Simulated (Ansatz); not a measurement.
C₃H₅N, SMILES `C=C=CN`, 9 atoms. Charge 0, multiplicity 1. All runs use 2 threads of an Arm Neoverse V1 on a shared host. Correlated methods freeze the cores.

Give the basis size and wall time and peak host memory of each of these runs in Ansatz. RHF-MP2/def2-QZVPP energy; RKS ωB97M-V/def2-SVP energy; RKS B2PLYP (frozen core)/def2-TZVPP energy; direct RPA on PBE orbitals/def2-TZVPP energy; RHF-CCSD(T)/def2-TZVPP energy; RKS PBE0-D4/def2-TZVP relaxation (13 steps); RKS PBE0-D4/def2-TZVP frequencies; RHF-CCSD(T)/def2-SVP energy; RKS HSE06 (plane-wave form)-D4/def2-TZVPP energy; RKS LC-ωPBE/def2-TZVPP energy; RKS PBE0-D4/def2-SVP energy; RKS PBE0-D4/def2-QZVPP energy. (Best estimate.)

Computed: Other jobs shared the machine, so times are rough.

```csv
level,job,functions,wall time,peak host memory (GiB)
RKS PBE0-D4/def2-SVP,energy,81,0.95 s,0.39
RKS LC-ωPBE/def2-TZVPP,energy,194,2.3 s,0.39
RKS HSE06 (plane-wave form)-D4/def2-TZVPP,energy,194,2.7 s,0.39
RHF-CCSD(T)/def2-SVP,energy,81,2.8 s,0.39
RKS ωB97M-V/def2-SVP,energy,81,4 s,0.39
RKS B2PLYP (frozen core)/def2-TZVPP,energy,194,4.5 s,0.39
direct RPA on PBE orbitals/def2-TZVPP,energy,194,4.7 s,0.39
RKS PBE0-D4/def2-QZVPP,energy,378,7.5 s,1
RHF-MP2/def2-QZVPP,energy,378,19 s,1.6
RKS PBE0-D4/def2-TZVP,relaxation (13 steps),154,34 s,0.27
RHF-CCSD(T)/def2-TZVPP,energy,194,61 s,2.3
RKS PBE0-D4/def2-TZVP,frequencies,154,98 s,0.39
```

LC-ωPBE has ω = 0.4 bohr⁻¹.
